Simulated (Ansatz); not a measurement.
Input file:

```yaml
crystal:
  periodic: [false, false, false]
  atoms:
    - {symbol: Al, position_ang: [0.000000, 0.034889, 0.000000]}
    - {symbol: H, position_ang: [0.000000, 0.535175, -1.478007]}
    - {symbol: H, position_ang: [0.000000, 0.535160, 1.478012]}
    - {symbol: H, position_ang: [0.000000, -2.004283, -0.000010]}
basis:
  gaussian: {orbitals: aug-cc-pVDZ}
total_charge: 1
magnetization: {spin_polarized: false, initial_magnetization: 1}
correlation: {method: fic_mrcisd_q, electrons: outside_noble_gas, active_space: {window: {electrons: 5, orbitals: 7}, shells: [{species: Al, l: s, shell: 3}, {species: Al, l: p, shell: 3}, {species: H, l: s, shell: 1}]}}
```

```sh
$ ansatz run in.yaml --threads 1 --pin off --events-out ev --progress --plain --max-ram 2393MiB
```

Output:

```
909 factors; integrals over basis functions are off by at most 2.1e-7 eV
mean field evaluation 1: about -6618.7896 eV, gradient 8.8e0 eV
mean field evaluation 2: about -6618.7889 eV, gradient 8.8e0 eV
mean field evaluation 4: about -6619.8672 eV, gradient 9.7e-1 eV
mean field evaluation 8: about -6619.8737 eV, gradient 2.4e-4 eV
mean field -6619.87366221 eV, -243.2758699746 hartree, gradient 2.5e-6 eV, S^2 0.750000; 0 other end points of the search recorded, 0 dependent functions left out
reference -6619.87366221 eV, -243.2758699746 hartree; 8, 7 occupied and 46, 47 virtual orbitals, 909 factors
state -6620.96435585 eV, -243.3159522268 hartree
contracted CI cycle   1: correlation 0.00000000 eV, 0.0000000000 hartree, residual 7.31e0 eV
contracted CI cycle   2: correlation -0.90610454 eV, -0.0332987277 hartree, residual 1.75e0 eV
contracted CI cycle   3: correlation -0.95494702 eV, -0.0350936558 hartree, residual 4.78e-1 eV
contracted CI cycle   4: correlation -0.95790393 eV, -0.0352023200 hartree, residual 1.16e-1 eV
contracted CI cycle   5: correlation -0.95808818 eV, -0.0352090913 hartree, residual 2.82e-2 eV
contracted CI cycle   6: correlation -0.95809946 eV, -0.0352095056 hartree, residual 6.91e-3 eV
contracted CI cycle   7: correlation -0.95810010 eV, -0.0352095293 hartree, residual 1.62e-3 eV
contracted CI cycle   8: correlation -0.95810014 eV, -0.0352095306 hartree, residual 3.57e-4 eV
state -6620.96435585 eV, -243.3159522268 hartree; corrected -6621.94342475 eV, -243.3519323450 hartree
Total energy: -6621.94342475 eV, -243.3519323450 hartree
Checks for a lower state left out: starts, orbital_swaps
```

For the same geometry and basis full CI lies 4.7 meV lower.

Ran on 1 thread of Arm Neoverse N1, shared host: 3.6 s wall, 0.17 GiB peak host memory.
